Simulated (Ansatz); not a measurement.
Reaction (SMILES): FCF [difluoromethane] + 2 [H][H] (H2) -> C (CH4) + 2 F (HF)

Property: energy of full hydrogenation (electronic), in kcal/mol. Terms: 6-311+G** with 5d; dispersion terms only where a functional's name holds one; no spin-orbit coupling; six Cartesian d functions in 6-31G* and its kin unless marked 5d; frozen cores in correlated levels; non-relativistic; LANL2DZ all-electron up to Ne. CBS marks a two-point X^-3 extrapolation of the correlation energy; Hartree-Fock from the larger set. Ab initio and DFT rows: single points at B3LYP-D3(BJ) geometries (Ansatz, a program for electronic structure).

Coupled cluster (Ansatz) is a level with limits of its own, used here on species with T1 under 0.025 (0.045 for open shells) and stable references: CCSD(T)/CBS(cc-pVTZ,cc-pVQZ).

Value to compare with, CCSD(T)/CBS(cc-pVTZ,cc-pVQZ) (Ansatz): -46.4 kcal/mol.

| level | program | energy of full hydrogenation (electronic) (kcal/mol) | difference |
|---|---|---|---|
| PBE/STO-3G | Ansatz | 21.2 | 67.6 |
| PBE/3-21G | Ansatz | -4.0 | 42.4 |
| PBE/LANL2DZ | Ansatz | -41.4 | 5.0 |
| PBE/6-31G* | Ansatz | -19.3 | 27.1 |
| PBE/def2-SVP | Ansatz | -29.4 | 17.0 |
| PBE/6-311+G** | Ansatz | -45.3 | 1.1 |
| PBE/def2-TZVPD | Ansatz | -42.4 | 4.0 |

Among the 6 habitual levels, PBE/STO-3G lies farthest from CCSD(T)/CBS(cc-pVTZ,cc-pVQZ) (Ansatz) (67.6 kcal/mol) and PBE/6-311+G** nearest (1.1); 6 of 6 lie above it, and their mean absolute difference is 26.7 kcal/mol, the median 22.1. One case shows no general order.

The sets are all those run for this method; runs whose electronic state is in doubt are left out.
